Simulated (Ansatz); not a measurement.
Nudged elastic band run: BH$_{6}$NO

The input (input.yaml):

```yaml
crystal:
  periodic: [false, false, false]
  atoms:
    - { symbol: B, position_ang: [0.051747, 0.152563, 0.382367] }
    - { symbol: O, position_ang: [-0.514783, -0.494001, 1.520996] }
    - { symbol: H, position_ang: [-1.41546, -0.768834, 1.344735] }
    - { symbol: H, position_ang: [1.237888, -0.115309, 0.189211] }
    - { symbol: H, position_ang: [-0.631256, 0.168271, -0.645708] }
    - { symbol: "N", position_ang: [0.155359, 1.78256, 0.799411] }
    - { symbol: H, position_ang: [0.633476, 2.325037, 0.079399] }
    - { symbol: H, position_ang: [-0.764269, 2.194535, 0.963545] }
    - { symbol: H, position_ang: [0.687, 1.85858, 1.668044] }
basis:
  gaussian: { orbitals: def2-SVP }
hamiltonian:
  xc: pbe0
neb:
  order_check: false
  images: 6
  f_tol: 0.03
  max_iterations: 60
  climbing: false
  final_atoms:
    - { symbol: B, position_ang: [0.264169, 0.63589812, -0.27138846] }
    - { symbol: O, position_ang: [-0.39587379, -0.38380367, 2.37588053] }
    - { symbol: H, position_ang: [-1.22282997, -0.66858592, 1.97272971] }
    - { symbol: H, position_ang: [1.33300561, 0.08162004, -0.3158865] }
    - { symbol: H, position_ang: [-0.73842822, 0.13848496, -0.72960148] }
    - { symbol: "N", position_ang: [0.17750924, 1.90989925, 0.29374702] }
    - { symbol: H, position_ang: [0.98350947, 2.41314774, 0.6442839] }
    - { symbol: H, position_ang: [-0.67158566, 2.46135112, 0.29151014] }
    - { symbol: H, position_ang: [-0.28977368, 0.51539035, 2.04072512] }
  initial_path:
    images:
      - { positions_ang: [[0.051747, 0.152563, 0.382367], [-0.514783, -0.494001, 1.520996], [-1.41546, -0.768834, 1.344735], [1.237888, -0.115309, 0.189211], [-0.631256, 0.168271, -0.645708], [0.155359, 1.78256, 0.799411], [0.633476, 2.325037, 0.079399], [-0.764269, 2.194535, 0.963545], [0.687, 1.85858, 1.668044]] }
      - { positions_ang: [[0.08148101, 0.1140179, 0.27643598], [-0.41972504, -0.35907005, 1.58311679], [-1.33417292, -0.64432178, 1.50030299], [1.25019111, -0.06622694, 0.02835649], [-0.66256941, 0.12175653, -0.68138075], [0.13240271, 1.7759351, 0.75102101], [0.52981942, 2.22331883, 0.52829891], [-0.59358344, 2.29542711, 0.6779589], [0.45585857, 1.64256531, 1.63788968]] }
      - { positions_ang: [[0.11121502, 0.07547279, 0.17050496], [-0.32466709, -0.2241391, 1.64523758], [-1.25288585, -0.51980957, 1.65587098], [1.26249422, -0.01714489, -0.13249802], [-0.69388281, 0.07524206, -0.7170535], [0.10944642, 1.7693102, 0.70263102], [0.42616283, 2.12160066, 0.97719883], [-0.42289789, 2.39631922, 0.39237279], [0.22471714, 1.42655062, 1.60773536]] }
      - { positions_ang: [[0.14094903, 0.03692769, 0.06457393], [-0.22960913, -0.08920814, 1.70735838], [-1.17159877, -0.39529735, 1.81143897], [1.27479734, 0.03193717, -0.29335253], [-0.72519622, 0.02872759, -0.75272626], [0.08649012, 1.7626853, 0.65424103], [0.32250625, 2.01988248, 1.42609874], [-0.25221233, 2.49721133, 0.10678669], [-0.00642429, 1.21053593, 1.57758105]] }
      - { positions_ang: [[0.17129503, 0.10597556, -0.0288197], [-0.2126221, -0.07346567, 1.82948474], [-1.14408019, -0.38097619, 1.9011525], [1.28838557, 0.06006989, -0.36550932], [-0.74050654, 0.02447244, -0.76471104], [0.08965444, 1.78087662, 0.58200332], [0.37251103, 2.03246973, 1.50679658], [-0.23897186, 2.53532792, 0.01078171], [-0.14596339, 1.01865169, 1.63082121]] }
      - { positions_ang: [[0.20225302, 0.28261642, -0.10967595], [-0.273706, -0.17691167, 2.01161667], [-1.17033012, -0.4768461, 1.92501157], [1.30325892, 0.06725327, -0.34896838], [-0.73981376, 0.06247662, -0.75300785], [0.11893938, 1.82388417, 0.48591789], [0.57617718, 2.1593624, 1.21929235], [-0.38317646, 2.51066899, 0.10435785], [-0.19390015, 0.85089791, 1.76745585]] }
      - { positions_ang: [[0.23321101, 0.45925727, -0.19053221], [-0.3347899, -0.28035767, 2.1937486], [-1.19658004, -0.57271601, 1.94887064], [1.31813226, 0.07443666, -0.33242744], [-0.73912099, 0.10048079, -0.74130466], [0.14822431, 1.86689171, 0.38983245], [0.77984332, 2.28625507, 0.93178813], [-0.52738106, 2.48601005, 0.197934], [-0.24183692, 0.68314413, 1.90409048]] }
      - { positions_ang: [[0.264169, 0.63589812, -0.27138846], [-0.39587379, -0.38380367, 2.37588053], [-1.22282997, -0.66858592, 1.97272971], [1.33300561, 0.08162004, -0.3158865], [-0.73842822, 0.13848496, -0.72960148], [0.17750924, 1.90989925, 0.29374702], [0.98350947, 2.41314774, 0.6442839], [-0.67158566, 2.46135112, 0.29151014], [-0.28977368, 0.51539035, 2.04072512]] }
```

Run as:

```bash
$ ansatz run input.yaml --threads 2 --pin off --max-ram 3072MiB --backend cpu --events-out ev --progress --plain --runs-dir out
```

Output, in part (warnings, iteration lines, the closing report on the highest movable image, with atoms numbered from 0):

```
NEB end point (image 0): max|allowed force component| = 1.153e-2 eV/Å (the criterion of neb.relax_end_points is 1.000e-2)
NEB end point (image 7): max|allowed force component| = 1.615e-2 eV/Å (the criterion of neb.relax_end_points is 1.000e-2)
NEB iter   1: max|band force component| = 8.398e1 eV/Å  barrier→ = 20.7525 eV  barrier← = 20.1623 eV  Δτ_max = 0.1961 Å  (180 SCF iters)
NEB iter   2: max|band force component| = 2.248e1 eV/Å  barrier→ = 5.9656 eV  barrier← = 5.3754 eV  Δτ_max = 0.1977 Å  (168 SCF iters)
NEB iter   3: max|band force component| = 1.569e1 eV/Å  barrier→ = 2.8287 eV  barrier← = 2.2385 eV  Δτ_max = 0.2000 Å  (166 SCF iters)
NEB iter   4: max|band force component| = 6.130e0 eV/Å  barrier→ = 1.2831 eV  barrier← = 0.6929 eV  Δτ_max = 0.1979 Å  (162 SCF iters)
NEB iter   5: max|band force component| = 3.229e0 eV/Å  barrier→ = 1.2160 eV  barrier← = 0.6258 eV  Δτ_max = 0.1963 Å  (157 SCF iters)
NEB iter   6: max|band force component| = 2.233e0 eV/Å  barrier→ = 1.0645 eV  barrier← = 0.4743 eV  Δτ_max = 0.1956 Å  (150 SCF iters)
NEB iter   7: max|band force component| = 1.875e0 eV/Å  barrier→ = 0.8097 eV  barrier← = 0.2195 eV  Δτ_max = 0.1970 Å  (148 SCF iters)
NEB iter   8: max|band force component| = 4.874e0 eV/Å  barrier→ = 0.9136 eV  barrier← = 0.3234 eV  Δτ_max = 0.0994 Å  (143 SCF iters)
NEB iter   9: max|band force component| = 5.608e-1 eV/Å  barrier→ = 0.8310 eV  barrier← = 0.2408 eV  Δτ_max = 0.0690 Å  (142 SCF iters)
NEB iter  10: max|band force component| = 4.361e-1 eV/Å  barrier→ = 0.8390 eV  barrier← = 0.2488 eV  Δτ_max = 0.0189 Å  (136 SCF iters)
NEB iter  11: max|band force component| = 2.168e-1 eV/Å  barrier→ = 0.8422 eV  barrier← = 0.2520 eV  Δτ_max = 0.0079 Å  (137 SCF iters)
NEB iter  12: max|band force component| = 6.412e-2 eV/Å  barrier→ = 0.8422 eV  barrier← = 0.2520 eV  Δτ_max = 0.0031 Å  (130 SCF iters)
NEB iter  13: max|band force component| = 1.887e-2 eV/Å  barrier→ = 0.8442 eV  barrier← = 0.2540 eV  Δτ_max = 0.0000 Å  (251 SCF iters)
Total energy: -4303.34111711 eV, -158.1448691444 hartree
Atom 0 at     0.155851     0.307773     0.221999 Å, force    -0.109526    -0.320130     0.160707 eV/Å
Atom 1 at    -0.325607    -0.249872     1.612706 Å, force     0.027027    -0.041536    -0.191479 eV/Å
Atom 2 at    -1.225306    -0.590641     1.562254 Å, force     0.060442    -0.070778    -0.046744 eV/Å
Atom 3 at     1.296943    -0.041276    -0.007708 Å, force    -0.015747    -0.015767    -0.016622 eV/Å
Atom 4 at    -0.676801     0.108839    -0.646500 Å, force     0.007505    -0.010988    -0.046360 eV/Å
Atom 5 at     0.092564     1.801404     0.755603 Å, force    -0.084805    -0.107555     0.279369 eV/Å
Atom 6 at     0.983259     2.291029     0.837452 Å, force    -0.069097    -0.132612     0.161784 eV/Å
Atom 7 at    -0.568586     2.420737     0.287699 Å, force    -0.059328    -0.127867     0.176401 eV/Å
Atom 8 at    -0.292616     1.055407     1.678495 Å, force     0.243529     0.827234    -0.477058 eV/Å
Dipole moment:    -0.319454     0.583905     0.166420 e Å
```

The run converged. No image climbed, so the highest image needn't sit at the top of the path. The orbitals stay closed-shell, which can raise the energy where a bond breaks towards radicals; this wasn't checked here.

Final band (atoms are numbered from 1 in the order of the input):

| image | path coordinate (Å) | energy (kcal/mol) | B1–O2 (Å) | N6–H9 (Å) | O2–H9 (Å) |
| --- | --- | --- | --- | --- | --- |
| 0 | 0.00 | 0.0 | 1.43 | 1.02 | 2.65 |
| 1 | 0.52 | 0.4 | 1.43 | 1.02 | 2.47 |
| 2 | 1.05 | 1.1 | 1.43 | 1.02 | 2.33 |
| 3 | 1.58 | 3.7 | 1.45 | 1.03 | 1.94 |
| 4 | 2.10 | 19.5 | 1.57 | 1.25 | 1.31 |
| 5 | 2.63 | 17.3 | 1.79 | 1.82 | 1.00 |
| 6 | 3.15 | 14.9 | 2.38 | 2.18 | 0.97 |
| 7 | 3.68 | 13.6 | 2.91 | 2.28 | 0.97 |

Time of the run: 84 s on 2 threads of Arm Neoverse V2, with other jobs on the host, peak memory 0.14 GiB.
